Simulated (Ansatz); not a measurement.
# HNO2: how energies converge with the basis set

One table from this session's results is given with a row withheld; the runs are named, their logs left out.

Method: one geometry, several basis sets; program: Ansatz 0.2.0, Gaussian basis.

The runs, in order: PBE0-D4/def2-SVP; ωB97M-V/def2-SVP; PBE0-D4/def2-QZVPP; ωB97M-V/def2-QZVPP; CCSD(T)/cc-pV(D+d)Z; CCSD(T)/cc-pV(T+d)Z; CCSD(T)/cc-pV(Q+d)Z; the functionals' def2-TZVPP values are taken from earlier runs.

### The geometry

The geometry comes from an earlier relaxation with PBE0-D4 in a triple-zeta def2 set; it is a stationary point.

SMILES `O=NO`, 4 atoms, charge 0, spin multiplicity 1.

Atoms are counted from 1 here; the program's logs count them from 0.

Bond lengths: O1–N2 1.162 Å, N2–O3 1.397 Å, O3–H4 0.967 Å. Angles: O1–N2–O3 111.2°, N2–O3–H4 103.0°.

The first run:

in.yaml reads:

```yaml
crystal:
  periodic: [false, false, false]
  atoms:
    - {symbol: O, position_ang: [0.413661, 0.047221, 1.437268]}
    - {symbol: N, position_ang: [0.320130, -0.419353, 0.377396]}
    - {symbol: O, position_ang: [-0.362618, 0.434595, -0.492642]}
    - {symbol: H, position_ang: [-0.371163, -0.062463, -1.322021]}
basis:
  gaussian: {orbitals: def2-SVP}
hamiltonian: {xc: pbe0, dispersion: d4}
output: {orbitals: {seedname: orbitals}}
```

On the command line:

```
$ ansatz run in.yaml --threads 2 --pin off --events-out ev --progress --plain --max-ram 20480MiB --backend cpu
```

Steps of the session up to this table: PBE0-D4 in def2-SVP; ωB97M-V in def2-SVP; PBE0-D4 in def2-QZVPP; ωB97M-V in def2-QZVPP.

One table of the session follows, with a row left open; its other results are not shown here.

It belongs to the step «Density functionals: the series». 

| functional | basis | HOMO (eV) |
| --- | --- | --- |
| PBE0-D4 | def2-SVP | ? |
| PBE0-D4 | def2-TZVPP | -8.11 |
| PBE0-D4 | def2-QZVPP | -8.16 |
| ωB97M-V | def2-SVP | -10.29 |
| ωB97M-V | def2-TZVPP | -10.57 |
| ωB97M-V | def2-QZVPP | -10.62 |

Q: Estimate the row for PBE0-D4, def2-SVP from the others.

**Answer.** HOMO (eV): -7.87. In the column «HOMO (eV)» it is the highest.
